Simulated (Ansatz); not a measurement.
Geometry optimisation, RKS revPBE-D4/6-31G* (Ansatz).

input.yaml

```yaml
crystal:
  periodic: [false, false, false]
  atoms:
    - { symbol: "N", position_ang: [-0.1994, 1.25, 0.067] }
    - { symbol: C, position_ang: [0.7004, 0.3965, -0.3568] }
    - { symbol: C, position_ang: [0.5852, -0.93, -0.4654] }
    - { symbol: O, position_ang: [-0.4443, -1.6185, -0.14] }
    - { symbol: O, position_ang: [1.4109, -0.3878, 0.5047] }
    - { symbol: H, position_ang: [-1.1472, 0.8397, 0.1487] }
    - { symbol: H, position_ang: [-0.3287, 2.0246, -0.6455] }
    - { symbol: H, position_ang: [-0.86455, -1.91344, -0.96597] }
basis:
  gaussian: { orbitals: "6-31G*" }
hamiltonian:
  xc: revpbe
  dispersion: d4
relax:
  f_tol: 0.015
  max_steps: 40
```

Run as:

```bash
$ ansatz run input.yaml --threads 1 --pin off --max-ram 2048MiB --backend cpu --events-out ev --progress --plain --runs-dir out
```

Problem. Where does it end, and by what steps?

Solution. The run converged. After 30 steps the energy has fallen by 4.428 eV; H6 moved furthest, 1.52 Å. Parted: C2–O5 (1.36 → 2.49 Å).

| step | energy less start (eV) | largest force component (eV/Å) | accepted |
| --- | --- | --- | --- |
| 0 | 0.0000 | 4.591 | yes |
| 2 | -1.3423 | 1.531 | yes |
| 4 | -2.5500 | 2.979 | yes |
| 6 | -3.5952 | 2.588 | yes |
| 8 | -4.1250 | 1.293 | yes |
| 10 | -4.3190 | 0.559 | yes |
| 12 | -4.3522 | 0.558 | yes |
| 14 | -4.3775 | 0.138 | yes |
| 16 | -4.3886 | 0.247 | yes |
| 18 | -4.3993 | 0.382 | yes |
| 20 | -4.4104 | 0.214 | yes |
| 22 | -4.4190 | 0.135 | yes |
| 24 | -4.3917 | 0.440 | no |
| 26 | -4.4266 | 0.076 | yes |
| 28 | -4.4280 | 0.042 | yes |
| 30 | -4.4284 | 0.006 | yes |

```xyz
8
Properties=species:S:1:pos:R:3
N -0.298 1.346 -0.277
C -0.404 0.195 -0.899
C 0.248 -0.849 0.050
O 0.180 -2.093 -0.484
O 0.766 -0.626 1.140
H 0.155 1.424 0.660
H -0.655 2.209 -0.695
H -0.280 -1.945 -1.348
```

The run took 40 s on 1 thread of Intel(R) Xeon(R) 6975P-C (Granite Rapids), on a shared host, peak memory 0.17 GiB.
